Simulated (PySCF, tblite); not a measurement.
**A complex of PH2F and acetylene**

A gas-phase complex of PH2F and acetylene; neutral, singlet. The structure comes from a short search (6 tight-binding starts) and was relaxed by PBE0-D3(BJ)/def2-TZVPD; another way of binding may lie lower. No frequency run checks that it is a minimum.

| part | name | SMILES | atoms | charge | multiplicity |
| --- | --- | --- | --- | --- | --- |
| 1 | PH2F | FP | 1–4 | 0 | 1 |
| 2 | acetylene | C#C | 5–8 | 0 | 1 |

Coordinates in Å:
```
F1      1.217   -0.027   -0.907
P2      0.554    0.173    0.551
H3     -0.228   -1.017    0.563
H4     -0.567    0.950    0.141
C5     -2.652   -1.078   -2.548
C6     -1.466   -0.910   -2.536
H7     -3.706   -1.232   -2.564
H8     -0.411   -0.752   -2.517
```

Contacts between parts, classed by geometry: H8···F1 2.402 Å (C–H hydrogen bond, 137°).

Interaction energies are complex less parts, with the parts frozen as they stand in it; counterpoise-corrected, in kcal/mol (PySCF). The CCSD(T) estimate is Hartree-Fock/aug-cc-pVQZ, plus the MP2 correlation part extrapolated as X⁻³ from aug-cc-pVTZ and aug-cc-pVQZ, plus CCSD(T) less MP2 in aug-cc-pVDZ; noble-gas cores are frozen. It isn't the exact limit.

| level | interaction | superposition error removed |
| --- | --- | --- |
| Hartree-Fock/aug-cc-pVQZ | -0.49 | - |
| wB97M-D3(BJ)/def2-TZVPD | -1.94 | -0.09 |
| PBE0-D3(BJ)/def2-TZVPD | -2.06 | -0.08 |
| MP2/aug-cc-pVQZ | -1.91 | -0.20 |

Q: What does CCSD(T) at its estimated basis limit give, and which of these levels comes nearest?

A: -1.93 kcal/mol. wB97M-D3(BJ)/def2-TZVPD and MP2/aug-cc-pVQZ come equally near, within the error of the estimate; the errors are Hartree-Fock/aug-cc-pVQZ +1.43, wB97M-D3(BJ)/def2-TZVPD -0.02, PBE0-D3(BJ)/def2-TZVPD -0.13, MP2/aug-cc-pVQZ +0.01.

Q: What holds them together? Decompose the wB97M-D3(BJ)/def2-TZVPD energy: frozen parts, their antisymmetrised product, then relaxation.

A: electrostatic -2.0, Pauli repulsion +1.5, orbital relaxation -0.6, dispersion correction -1.0 kcal/mol, which sum to the value before the counterpoise correction; the Pauli term holds the exchange-correlation of the frozen density too. Of the attraction, 55 % is electrostatic, 29 % is dispersion correction, 16 % is orbital relaxation.

The parts were also relaxed and run alone, at the levels used for the complex: shieldings by PBE0/pcSseg-2; core levels by delta-SCF with SCAN, pcX-2 on the ionised atom and pcseg-1 elsewhere, spin-free X2C.

Values alone: C6–H8 bond (Å): 1.065; shielding of H8 (ppm): 30.26; shielding of F1 (ppm): 504.2; shielding of C6 (ppm): 108.7; F1 1s core level (eV): 692.89.

Q: How do these values change when the complex forms?

A: 
```csv
property,alone,in the complex,change
C6–H8 bond (Å),1.065,1.067,+0.002
shielding of H8 (ppm),30.26,29.89,-0.37
shielding of F1 (ppm),504.2,503.9,-0.3
shielding of C6 (ppm),108.7,107.2,-1.5
F1 1s core level (eV),692.89,692.91,+0.03
```

The 5 runs behind this took 4.1 min in all, one thread each of Intel Xeon 6975P-C on a shared host, launched as `OMP_NUM_THREADS=1 python cluster_run.py task.json out`.
